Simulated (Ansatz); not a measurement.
Species: C2H3O (charge 0, doublet). It need not be the lowest isomer of its formula. SMILES: C[C]=O
Geometry: optimised at B3LYP-D3(BJ)/def2-TZVP (Ansatz, a first-principles code).

Parts of the frozen-core correlation energy in cc-pVTZ (Ansatz, hartree). Frozen orbitals: 3; correlated occupied orbitals by spin: 9 and 8; virtual: 120 and 121. UHF or UKS for open shells. No spin-orbit coupling. Non-relativistic.

| term | value |
|---|---|
| reference (HF) | -152.35621 |
| MP2 opposite-spin | [?] |
| MP2 same-spin | [?] |
| CCSD correlation | [?] |
| (T) | -0.02416 |
| T1 diagnostic | 0.019 |
| largest doubles amplitude | 0.062 |
| <S^2> of the reference | 0.763 |

Task: Complete the blanks.

Result: 
- MP2 opposite-spin, value: -0.40572
- MP2 same-spin, value: -0.13164
- CCSD correlation, value: -0.55541
